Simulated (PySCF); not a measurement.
How the method changes the constants of NaH

State: ¹Σ⁺ (singlet), closed shell. Set-up: PySCF, no relativity, basis sets Na pcseg-2, H pcseg-2. De refers to Na + H in their ground configurations, without counterpoise correction. A positive dipole means Na(−)H(+).

| Level | Re (Å) | ωe (cm⁻¹) | De (eV) | μ (D) |
| --- | --- | --- | --- | --- |
| RHF | 1.917 | 1177 | 0.92 | -7.12 |
| RHF-MP2 | 1.903 | 1155 | 1.62 | n/a |
| RHF-SCS-MP2 | 1.903 | 1156 | 1.76 | n/a |
| RHF-CCSD | 1.910 | 1124 | 1.85 | n/a |
| RHF-CCSD(T) | 1.910 | 1122 | 1.85 | n/a |
| LDA | 1.876 | 1159 | 2.11 | -5.61 |
| PBE | 1.898 | 1137 | 1.83 | -5.75 |
| BLYP | 1.894 | 1140 | 1.98 | -5.63 |
| r²SCAN | 1.903 | 1158 | 1.87 | -6.42 |
| M06-L | 1.905 | 1166 | 2.19 | -7.24 |
| PBE0 | 1.892 | 1170 | 1.77 | -6.21 |
| LC-ωPBE | 1.885 | 1199 | 1.82 | -6.74 |

Task: Which functional lies closest to RHF-CCSD(T) in De, which farthest, and by how much do they differ from it?

Result: Closest is PBE (-1.2 pm in Re, +1.3 % in ωe, -0.02 eV in De against RHF-CCSD(T) in the same basis), farthest M06-L (-0.5 pm in Re, +3.9 % in ωe, +0.34 eV in De). CCSD(T) converges more slowly with the basis than the functionals do and binds too weakly in this one, so the order can change at the basis-set limit.

Task: What does a quarter of exact exchange do here, going from PBE to PBE0?

Result: PBE0 less PBE: -0.6 pm in Re, +2.9 % in ωe, -0.06 eV in De. Exact exchange removes part of the self-interaction that spreads semilocal densities, and in most molecules shortens and stiffens the bond and lowers De; so it does here.

Task: What does the step from GGA to meta-GGA do here, going from PBE to r²SCAN?

Result: r²SCAN less PBE: +0.5 pm in Re, +1.8 % in ωe, +0.04 eV in De. 

Measured (Huber and Herzberg, Constants of Diatomic Molecules (1979)): Re = 1.8874 Å, ωe = 1172.2 cm⁻¹.

Correlated steps freeze 1 core orbital. Where the molecule has an RHF reference, its open-shell atoms are computed with UHF.
